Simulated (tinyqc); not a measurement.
Worked calculation: CCSD on RHF in the sto-3g basis, for HF, spin multiplicity 1. Computed by tinyqc, a small Python program that keeps every step (integrals from PySCF). Settings: charge = 0, multiplicity = 1, basis = sto-3g, method = RHF, energy threshold = 1e-10, iteration cap = 54, orthogonalisation = symmetric, start = atomic densities, DIIS depth = 6, amplitude equations = CCSD, DIIS depth for amplitudes = 4, cap on updates = 87. Command: `OMP_NUM_THREADS=1 python tinyqc.py 27592 27593 out.jsonl` (the two numbers bound the seeds that draw the settings). One thread of a shared host (Intel(R) Xeon(R) Processor @ 2.60GHz), about 0.3 s of CPU time with the checks. The early iterations of the SCF are left out here.

## One-electron integrals

Geometry (angstrom):
```
atom,x,y,z
F,0.0000,0.0000,0.0000
H,0.0000,0.0000,1.1060
```

Basis sto-3g: exponents (1/bohr^2) and contraction coefficients of normalised primitives:
```
element,l (shell),exponent,coefficient
F,s (1),166.6791,0.1543
F,s (1),30.3608,0.5353
F,s (1),8.2168,0.4446
F,s (2),6.4648,-0.1000
F,s (2),1.5023,0.3995
F,s (2),0.4886,0.7001
F,p (3),6.4648,0.1559
F,p (3),1.5023,0.6077
F,p (3),0.4886,0.3920
H,s (1),3.4253,0.1543
H,s (1),0.6239,0.5353
H,s (1),0.1689,0.4446
```

Overlap, kinetic and nuclear-attraction integrals over the contracted functions; the nuclear repulsion is the sum of Za Zb / Rab.

nuclear repulsion = 4.306144 hartree

overlap S, lower triangle:
```
,1F 1s,1F 2s,1F 2px,1F 2py,1F 2pz,2H 1s
1F 1s,1.0000
1F 2s,0.2380,1.0000
1F 2px,0.0000,0.0000,1.0000
1F 2py,0.0000,0.0000,0.0000,1.0000
1F 2pz,0.0000,0.0000,0.0000,0.0000,1.0000
2H 1s,0.0315,0.3327,0.0000,0.0000,0.2805,1.0000
```

kinetic energy T (hartree), lower triangle:
```
,1F 1s,1F 2s,1F 2px,1F 2py,1F 2pz,2H 1s
1F 1s,36.9846
1F 2s,-0.2129,1.0380
1F 2px,0.0000,0.0000,3.2480
1F 2py,0.0000,0.0000,0.0000,3.2480
1F 2pz,0.0000,0.0000,0.0000,0.0000,3.2480
2H 1s,-0.0075,0.0491,0.0000,0.0000,0.1483,0.7600
```

nuclear attraction V (hartree), lower triangle:
```
,1F 1s,1F 2s,1F 2px,1F 2py,1F 2pz,2H 1s
1F 1s,-77.4880
1F 2s,-9.2907,-12.0188
1F 2px,0.0000,0.0000,-11.9020
1F 2py,0.0000,0.0000,0.0000,-11.9020
1F 2pz,-0.0104,-0.1279,0.0000,0.0000,-11.9746
2H 1s,-1.2596,-2.9395,0.0000,0.0000,-2.1575,-5.4456
```

core Hamiltonian H = T + V (hartree), lower triangle:
```
,1F 1s,1F 2s,1F 2px,1F 2py,1F 2pz,2H 1s
1F 1s,-40.5035
1F 2s,-9.5035,-10.9808
1F 2px,0.0000,0.0000,-8.6540
1F 2py,0.0000,0.0000,0.0000,-8.6540
1F 2pz,-0.0104,-0.1279,0.0000,0.0000,-8.7265
2H 1s,-1.2671,-2.8904,0.0000,0.0000,-2.0092,-4.6855
```

## Two-electron integrals

Functions are numbered as in S; the eight-fold symmetry (ij|kl) = (ji|kl) = (kl|ij) leaves the list below.

Two-electron integrals (ij|kl) in chemists' order, unique and non-zero (hartree):
```
i,j,k,l,(ij|kl)
1,1,1,1,5.4035
2,1,1,1,0.8419
2,1,2,1,0.1563
2,2,1,1,1.2680
2,2,2,1,0.2923
2,2,2,2,0.9262
3,1,3,1,0.0280
3,2,3,1,0.0432
3,2,3,2,0.2046
3,3,1,1,1.2645
3,3,2,1,0.2924
3,3,2,2,0.9260
3,3,3,3,0.9975
4,1,4,1,0.0280
4,2,4,1,0.0432
4,2,4,2,0.2046
4,3,4,3,0.0538
4,4,1,1,1.2645
4,4,2,1,0.2924
4,4,2,2,0.9260
4,4,3,3,0.8900
4,4,4,4,0.9975
5,1,5,1,0.0280
5,2,5,1,0.0432
5,2,5,2,0.2046
5,3,5,3,0.0538
5,4,5,4,0.0538
5,5,1,1,1.2645
5,5,2,1,0.2924
5,5,2,2,0.9260
5,5,3,3,0.8900
5,5,4,4,0.8900
5,5,5,5,0.9975
6,1,1,1,0.1128
6,1,2,1,0.0208
6,1,2,2,0.0386
6,1,3,3,0.0386
6,1,4,4,0.0386
6,1,5,1,0.0008
6,1,5,2,0.0016
6,1,5,5,0.0388
6,1,6,1,0.0028
6,2,1,1,0.2973
6,2,2,1,0.0695
6,2,2,2,0.2471
6,2,3,3,0.2434
6,2,4,4,0.2434
6,2,5,1,0.0047
6,2,5,2,0.0376
6,2,5,5,0.2542
6,2,6,1,0.0094
6,2,6,2,0.0824
6,3,3,1,0.0071
6,3,3,2,0.0428
6,3,5,3,0.0078
6,3,6,3,0.0120
6,4,4,1,0.0071
6,4,4,2,0.0428
6,4,5,4,0.0078
6,4,6,4,0.0120
6,5,1,1,0.2072
6,5,2,1,0.0491
6,5,2,2,0.1867
6,5,3,3,0.1788
6,5,4,4,0.1788
6,5,5,1,0.0101
6,5,5,2,0.0696
6,5,5,5,0.2022
6,5,6,1,0.0069
6,5,6,2,0.0764
6,5,6,5,0.0824
6,6,1,1,0.4685
6,6,2,1,0.1113
6,6,2,2,0.4572
6,6,3,3,0.4421
6,6,4,4,0.4421
6,6,5,1,0.0091
6,6,5,2,0.1029
6,6,5,5,0.4868
6,6,6,1,0.0151
6,6,6,2,0.1996
6,6,6,5,0.2154
6,6,6,6,0.7746
```

## Orthogonalisation

S = U s U^T; symmetric (Loewdin) form X = U s^(-1/2) U^T, so that X^T S X = 1.

eigenvalues of S: 0.5357  0.8473  1.0000  1.0000  1.1287  1.4883

X, lower triangle:
```
,1F 1s,1F 2s,1F 2px,1F 2py,1F 2pz,2H 1s
1F 1s,1.0229
1F 2s,-0.1290,1.0729
1F 2px,0.0000,0.0000,1.0000
1F 2py,0.0000,0.0000,0.0000,1.0000
1F 2pz,-0.0045,0.0418,0.0000,0.0000,1.0344
2H 1s,0.0175,-0.1936,0.0000,0.0000,-0.1600,1.0834
```

## Iteration 7 (converged): orbitals

converged F (hartree), lower triangle:
```
,1F 1s,1F 2s,1F 2px,1F 2py,1F 2pz,2H 1s
1F 1s,-25.9075
1F 2s,-6.6242,-3.0248
1F 2px,0.0000,0.0000,-0.4621
1F 2py,0.0000,0.0000,0.0000,-0.4621
1F 2pz,-0.0185,-0.0461,0.0000,0.0000,-0.2629
2H 1s,-0.8924,-0.8210,0.0000,0.0000,-0.4887,-0.3858
```

Diagonalise F' = X^T F X, C = X C', fill 5 alpha and 5 beta electrons from the bottom; D = 2 C_occ C_occ^T. Each column has its largest component positive (the first on a tie).

F' = X^T F X (hartree), lower triangle:
```
,1,2,3,4,5,6
1,-25.4366
2,-3.4011,-1.7942
3,0.0000,0.0000,-0.4621
4,0.0000,0.0000,0.0000,-0.4621
5,-0.0418,0.0747,0.0000,0.0000,-0.1269
6,-0.0859,-0.4071,0.0000,0.0000,-0.4804,-0.0588
```

orbital energies (hartree): MO1 -25.9169, MO2 -1.4291, MO3 -0.5266, MO4 -0.4621, MO5 -0.4621, MO6 0.4561

coefficients C:
```
,MO1,MO2,MO3,MO4,MO5,MO6
1F 1s,0.9949,-0.2555,0.0626,0.0000,0.0000,0.0649
1F 2s,0.0212,0.9787,-0.3234,0.0000,0.0000,-0.3796
1F 2px,0.0000,0.0000,0.0000,0.9726,0.2325,0.0000
1F 2py,0.0000,0.0000,0.0000,-0.2325,0.9726,0.0000
1F 2pz,0.0018,0.0437,0.6881,0.0000,0.0000,-0.7886
2H 1s,-0.0040,0.1204,0.5724,0.0000,0.0000,0.9461
```

D after iteration 7, lower triangle:
```
,1F 1s,1F 2s,1F 2px,1F 2py,1F 2pz,2H 1s
1F 1s,2.1180
1F 2s,-0.4984,2.1260
1F 2px,0.0000,0.0000,2.0000
1F 2py,0.0000,0.0000,0.0000,2.0000
1F 2pz,0.0673,-0.3594,0.0000,0.0000,0.9508
2H 1s,0.0022,-0.1347,0.0000,0.0000,0.7982,0.6842
```

Within a degenerate level the vectors are fixed only up to a rotation; this is one choice.

## Convergence

Stop when the energy changes by less than 1e-10 hartree and every element of the error matrix X^T (F D S - S D F) X is below 3e-06.

Course of the cycle:
```
iteration,E (hartree),change,largest element of the error matrix
1,-99.230439,-,9.66e-01
2,-98.501026,7.29e-01,2.84e-01
3,-98.550151,-4.91e-02,2.37e-02
4,-98.550671,-5.20e-04,3.32e-03
5,-98.550678,-7.07e-06,4.53e-05
6,-98.550678,-1.49e-09,1.01e-06
7,-98.550678,-5.26e-13,5.26e-09
```

PySCF RHF in the same basis = -98.550678 hartree

Converged in 7 iterations.

## Integrals over molecular orbitals

(pq|rs) = sum C_ip C_jq C_kr C_ls (ij|kl), one index at a time.

one-electron integrals over orbitals h = C^T H C (hartree), lower triangle:
```
,1,2,3,4,5,6
1,-40.4858
2,0.7156,-9.1295
3,-0.1661,0.5406,-7.1368
4,0.0000,0.0000,0.0000,-8.6540
5,0.0000,0.0000,0.0000,0.0000,-8.6540
6,-0.1772,0.9512,2.1009,0.0000,0.0000,-6.0627
```

Two-electron integrals over orbitals (pq|rs), unique and non-zero (hartree):
```
p,q,r,s,(pq|rs)
1,1,1,1,5.3637
2,1,1,1,-0.5156
2,1,2,1,0.0782
2,2,1,1,1.2200
2,2,2,1,-0.0217
2,2,2,2,0.8640
3,1,1,1,0.1255
3,1,2,1,-0.0181
3,1,2,2,0.0090
3,1,3,1,0.0194
3,2,1,1,-0.1344
3,2,2,1,0.0065
3,2,2,2,-0.0393
3,2,3,1,0.0207
3,2,3,2,0.1463
3,3,1,1,0.9329
3,3,2,1,-0.0093
3,3,2,2,0.7201
3,3,3,1,-0.0033
3,3,3,2,-0.0266
3,3,3,3,0.7113
4,1,4,1,0.0296
4,2,4,1,0.0397
4,2,4,2,0.1862
4,3,4,1,-0.0088
4,3,4,2,-0.0344
4,3,4,3,0.0400
4,4,1,1,1.2640
4,4,2,1,-0.0148
4,4,2,2,0.8883
4,4,3,1,0.0037
4,4,3,2,-0.0732
4,4,3,3,0.7097
4,4,4,4,0.9975
5,1,5,1,0.0296
5,2,5,1,0.0397
5,2,5,2,0.1862
5,3,5,1,-0.0088
5,3,5,2,-0.0344
5,3,5,3,0.0400
5,4,5,4,0.0538
5,5,1,1,1.2640
5,5,2,1,-0.0148
5,5,2,2,0.8883
5,5,3,1,0.0037
5,5,3,2,-0.0732
5,5,3,3,0.7097
5,5,4,4,0.8900
5,5,5,5,0.9975
6,1,1,1,0.1313
6,1,2,1,-0.0211
6,1,2,2,0.0020
6,1,3,1,-0.0109
6,1,3,2,-0.0241
6,1,3,3,0.0082
6,1,4,4,0.0037
6,1,5,5,0.0037
6,1,6,1,0.0221
6,2,1,1,-0.1915
6,2,2,1,0.0047
6,2,2,2,-0.1046
6,2,3,1,-0.0200
6,2,3,2,-0.0652
6,2,3,3,-0.0267
6,2,4,4,-0.1027
6,2,5,5,-0.1027
6,2,6,1,0.0178
6,2,6,2,0.0928
6,3,1,1,-0.3956
6,3,2,1,0.0067
6,3,2,2,-0.2082
6,3,3,1,0.0018
6,3,3,2,0.0894
6,3,3,3,-0.1054
6,3,4,4,-0.2258
6,3,5,5,-0.2258
6,3,6,1,-0.0056
6,3,6,2,0.0458
6,3,6,3,0.2094
6,4,4,1,-0.0085
6,4,4,2,-0.0344
6,4,4,3,-0.0195
6,4,6,4,0.0301
6,5,5,1,-0.0085
6,5,5,2,-0.0344
6,5,5,3,-0.0195
6,5,6,5,0.0301
6,6,1,1,0.8606
6,6,2,1,-0.0091
6,6,2,2,0.6570
6,6,3,1,0.0125
6,6,3,2,0.0564
6,6,3,3,0.6607
6,6,4,4,0.6367
6,6,5,5,0.6367
6,6,6,1,-0.0084
6,6,6,2,-0.0600
6,6,6,3,-0.0212
6,6,6,6,0.6939
```

## CCSD: starting amplitudes

t_ij^ab = <ij||ab> / (e_i + e_j - e_a - e_b), whose energy is MP2.

Starting amplitudes (spin orbitals 1a, 1b, ...; amplitudes related by a flip of all spins are not repeated):
```
from,to,t
3a 3b,6a 6b,-0.1065
2a 2b,6a 6b,-0.0246
5a 5b,6a 6b,-0.0164
4a 4b,6a 6b,-0.0164
2a 3b,6a 6b,-0.0160
1a 2b,6a 6b,-0.0006
1a 1b,6a 6b,-4.19e-04
1a 3b,6a 6b,2.05e-04
```

correlation energy = -0.027074 hartree

## CCSD: amplitude update 1

t_i^a D_i^a and t_ij^ab D_ij^ab are set to the remaining terms of the spin-orbital equations, evaluated with the old amplitudes; for the doubles these are <ij||ab> + 1/2 <ab||ef> t_ij^ef + 1/2 <mn||ij> t_mn^ab + P(ij)P(ab) <mb||ej> t_im^ae + terms in t^2 + terms with t1, D the orbital-energy denominators.

Amplitudes after update 1 (spin orbitals 1a, 1b, ...; amplitudes related by a flip of all spins are not repeated):
```
from,to,t
3a 3b,6a 6b,-0.1485
2a 2b,6a 6b,-0.0254
2a 3b,6a 6b,-0.0249
5a 5b,6a 6b,-0.0185
4a 4b,6a 6b,-0.0185
3a,6a,0.0095
2a,6a,-0.0017
1a 2b,6a 6b,-0.0005
1a 1b,6a 6b,-3.27e-04
1a 3b,6a 6b,1.01e-04
1a,6a,5.58e-06
```

correlation energy = -0.036842 hartree

## CCSD: convergence

E_corr = 1/4 sum <ij||ab> t_ij^ab + 1/2 sum <ij||ab> t_i^a t_j^b; stop when the norm of the change is below 1e-8.

Course of the amplitude iterations:
```
update,correlation energy (hartree),norm of the change
0,-0.027074,-
1,-0.036842,8.88e-02
2,-0.040787,3.76e-02
3,-0.043619,1.61e-02
4,-0.043595,8.21e-04
5,-0.043607,8.63e-05
6,-0.043605,1.71e-05
7,-0.043605,3.47e-06
8,-0.043605,9.00e-07
9,-0.043605,8.82e-08
10,-0.043605,1.60e-08
11,-0.043605,5.88e-09
```

Converged amplitudes (spin orbitals 1a, 1b, ...; amplitudes related by a flip of all spins are not repeated):
```
from,to,t
3a 3b,6a 6b,-0.1800
2a 3b,6a 6b,-0.0293
2a 2b,6a 6b,-0.0232
5a 5b,6a 6b,-0.0184
4a 4b,6a 6b,-0.0184
3a,6a,0.0178
2a,6a,-0.0048
1a 2b,6a 6b,-0.0005
1a 1b,6a 6b,-3.15e-04
1a 3b,6a 6b,3.92e-05
1a,6a,3.64e-05
```

CCSD total energy = -98.594283 hartree

T1 diagnostic, norm of the one-spin t1 over sqrt(correlated electrons) = 0.0058

Converged in 11 updates, with DIIS from the third.
